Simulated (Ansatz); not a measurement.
# C3H7NO: small, medium and large basis sets

The task here is to estimate one member of a computed series from the others.

Program: Ansatz 0.2.0, Gaussian basis. Level of theory: one geometry, several basis sets. These are calculated values, not measurements.

Plan: PBE0-D4/def2-SVP; ωB97M-V/def2-SVP; PBE0-D4/def2-QZVPP; ωB97M-V/def2-QZVPP; the functionals' def2-TZVPP values are taken from earlier runs.

## The relaxed structure

The geometry comes from an earlier relaxation with PBE0-D4 in a triple-zeta def2 set; it is a stationary point, not always the lowest conformer.

12 atoms, charge 0, spin multiplicity 1.

Atoms are counted from 1 here; the program's logs count them from 0.

Bond lengths: C1–C2 1.340 Å, C1–H6 1.081 Å, C1–H7 1.078 Å, C2–N3 1.382 Å, C2–O4 1.349 Å, N3–H8 1.006 Å, N3–H9 1.008 Å, O4–C5 1.407 Å, C5–H10 1.089 Å, C5–H11 1.095 Å, C5–H12 1.094 Å. Angles: C2–C1–H6 119.7°, C2–C1–H7 122.3°, H6–C1–H7 118.0°, C1–C2–N3 125.3°, C1–C2–O4 125.8°, N3–C2–O4 108.9°, C2–N3–H8 114.1°, C2–N3–H9 113.3°, H8–N3–H9 112.8°, C2–O4–C5 117.1°, O4–C5–H10 106.3°, O4–C5–H11 111.1°, O4–C5–H12 111.1°, H10–C5–H11 109.6°, H10–C5–H12 109.5°, H11–C5–H12 109.2°.

Set-up of the first run:

Input file in.yaml:

```yaml
crystal:
  periodic: [false, false, false]
  atoms:
    - {symbol: C, position_ang: [-0.624493, 0.221855, -1.191786]}
    - {symbol: C, position_ang: [-0.322480, -0.520705, -0.118624]}
    - {symbol: N, position_ang: [-0.769165, -1.808052, 0.112941]}
    - {symbol: O, position_ang: [0.422148, -0.121831, 0.932918]}
    - {symbol: C, position_ang: [0.928360, 1.190118, 0.899594]}
    - {symbol: H, position_ang: [-1.221069, -0.203559, -1.985956]}
    - {symbol: H, position_ang: [-0.319631, 1.251203, -1.284322]}
    - {symbol: H, position_ang: [-1.087377, -2.287645, -0.712407]}
    - {symbol: H, position_ang: [-0.129023, -2.359308, 0.663564]}
    - {symbol: H, position_ang: [1.507413, 1.317207, 1.812662]}
    - {symbol: H, position_ang: [1.575306, 1.341387, 0.029611]}
    - {symbol: H, position_ang: [0.116912, 1.924131, 0.875805]}
basis:
  gaussian: {orbitals: def2-SVP}
hamiltonian: {xc: pbe0, dispersion: d4}
output: {orbitals: {seedname: orbitals}}
```

Command:

```bash
> ansatz run in.yaml --threads 4 --pin off --events-out ev --progress --plain --max-ram 10444MiB
```

Steps of the session up to this table: PBE0-D4 in def2-SVP; ωB97M-V in def2-SVP; PBE0-D4 in def2-QZVPP; ωB97M-V in def2-QZVPP.

One table of the session follows, with a row left open; its other results are not shown here.

It belongs to the step «Density functionals: the series». 

```
functional       basis  HOMO (eV)  LUMO (eV)
   PBE0-D4    def2-SVP      -5.65       1.86
   PBE0-D4  def2-TZVPP      -5.84       1.20
   PBE0-D4  def2-QZVPP          ?          ?
   ωB97M-V    def2-SVP      -7.88       3.64
   ωB97M-V  def2-TZVPP      -8.08       2.63
   ωB97M-V  def2-QZVPP      -8.12       1.83
```

**Question.** Estimate the row for PBE0-D4, def2-QZVPP.

As computed: HOMO (eV): -5.88; LUMO (eV): 0.70. In the column «HOMO (eV)» it lies between ωB97M-V, def2-SVP (-7.88) and PBE0-D4, def2-TZVPP (-5.84).
